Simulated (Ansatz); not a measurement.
# P2H (quartet): from Hartree-Fock to the top rungs, def2-QZVPP

An exercise on one series of results from a longer session: the logs are not shown, and one member is left open.

Program: Ansatz 0.2.0, Gaussian basis. Level of theory: def2-QZVPP, core rule «outside noble gas», up to 10 orbitals frozen. These are calculated values, not measurements.

The runs, in order: UHF; ROHF; CCSD(T) on UHF.

2 further runs of the same task are left out: 2 set aside as unsound or not needed.

### The system

The geometry is a PBE0/def2-TZVP stationary point (not a proven minimum) of the parent state, kept for this charge and spin.

3 atoms, charge 0, spin multiplicity 4.

Atoms are counted from 1 here; the program's logs count them from 0.

Bond lengths: P1–P2 1.991 Å, P1–H3 1.433 Å. Angles: P2–P1–H3 97.2°.

Set-up of the first run:

Input file in.yaml:

```yaml
crystal:
  periodic: [false, false, false]
  atoms:
    - {symbol: P, position_ang: [0.000000, -0.076741, 0.973875]}
    - {symbol: P, position_ang: [0.000000, 0.033358, -1.013963]}
    - {symbol: H, position_ang: [0.000000, 1.333150, 1.231888]}
basis:
  gaussian: {orbitals: "def2-QZVPP.json"}
magnetization: {spin_polarized: true, initial_magnetization: 3}
hamiltonian: {xc: hf}
output: {orbitals: {seedname: orbitals}}
```

Run with:

```sh
$ ansatz run in.yaml --threads 1 --pin off --events-out ev --progress --plain --max-ram 2393MiB
```

Among the steps run: UHF; ROHF; CCSD(T) on UHF.

One of the session's tables, all rows but one given; the rest of the session is left out.

| method | from UCCSD(T) (meV) |
| --- | --- |
| ROHF | +8305.7 |
| UHF | +7955.9 |
| UMP2 | ? |
| UCCSD | +378.5 |
| UCCSD(T) | 0 |

**Question.** Estimate the row for UMP2.

**Answer.** from UCCSD(T) (meV): +1361.1. In the column «from UCCSD(T) (meV)» it lies between UCCSD (+378.5) and UHF (+7955.9).
